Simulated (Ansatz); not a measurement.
Program: Ansatz. Geometries: PBE0-D4/def2-TZVP. ΔE: electronic, gas phase. CBS: MP2 limit from def2 TZ/QZ plus the TZ coupled-cluster correction, frozen cores. This one scheme is used for every species. Triplets are unrestricted, without spin–orbit coupling. One conformer a species, not always the lowest.

Consider the formal loss of a carbene: `CCC(F)Cl` → `CC(F)Cl` + `[CH2]` (triplet).

```json
{"species": "`CCC(F)Cl`", "CCSD(T)/CBS(def2) energy (Eh)": "-677.34294"}
{"species": "`CC(F)Cl`", "CCSD(T)/CBS(def2) energy (Eh)": "-638.08166"}
{"species": "`[CH2]` (triplet)", "CCSD(T)/CBS(def2) energy (Eh)": "-39.09499"}
```

Question: Work out ΔE.

Answer: ΔE = (-638.08166) + (-39.09499) − (-677.34294) = 0.16629 Eh = +4.52 eV.

Largest T1 diagnostic among the species: 0.011.

The D4 term adds +0.10 eV with B3LYP and +0.06 eV with PBE0; it sums over pairs of atoms, weighted by their polarisabilities, and B3LYP, whose exchange is more repulsive, gets the larger term. In def2-TZVPP, CCSD(T) changes the Hartree–Fock value by +1.42 eV (the triples alone add +0.12 eV) and MP2 by +1.55 eV.

B3LYP here is the variant with VWN-RPA as its local correlation; programs differ in this.
